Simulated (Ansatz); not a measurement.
# CHBSi: the cost of one run

Program: Ansatz 0.2.0, Gaussian basis. Level of theory: def2-QZVPP, all electrons in the functionals, frozen cores in the correlation of double hybrids and RPA. These are calculated values, not measurements.

To be run: wB97M-V, B2PLYP, at charge 0, triplet; charge 0, singlet; charge 0, quintet; charge 1, doublet; charge 1, quartet.

2 further runs of the same task are left out: 2 set aside as unsound or not needed.

## Step 1: The geometry

The geometry is a PBE0/def2-TZVP stationary point (not a proven minimum).

4 atoms, charge 0, spin multiplicity 3.

Atoms are counted from 1 here; the program's logs count them from 0.

Bond lengths: B1–C2 1.470 Å, B1–Si3 2.018 Å, C2–Si3 1.745 Å, C2–H4 1.084 Å. Angles: C2–B1–Si3 57.5°, B1–C2–Si3 77.2°, B1–C2–H4 130.2°, Si3–C2–H4 152.6°, B1–Si3–C2 45.3°.

No dispersion term is added; wB97M-V holds VV10 nonlocal correlation.

The geometry shown and the zero of energy belong to the point charge 0, triplet. The yardstick, UCCSD(T), and other wave-function levels (R restricted, U unrestricted, valence and pair active spaces) come from earlier runs.

## Step 2: wB97M-V, charge 0, triplet

in.yaml

```yaml
crystal:
  periodic: [false, false, false]
  atoms:
    - {symbol: B, position_ang: [0.000000, -0.905839, 0.967609]}
    - {symbol: C, position_ang: [0.000000, 0.561227, 0.868427]}
    - {symbol: Si, position_ang: [0.000000, 0.061485, -0.802988]}
    - {symbol: H, position_ang: [0.000000, 1.315005, 1.647998]}
basis:
  gaussian: {orbitals: "def2-QZVPP.json"}
magnetization: {spin_polarized: true, initial_magnetization: 2}
hamiltonian: {xc: {name: wB97M-V}}
output: {orbitals: {seedname: orbitals}}
```

Launch:

```console
$ ansatz run in.yaml --threads 1 --pin off --events-out ev --progress --plain --max-ram 2393MiB
```

**Question.** How long does this run take on 1 thread of Arm Neoverse N1, shared host, and how much memory does it need?

About 37 s, with a peak of 0.57 GiB.
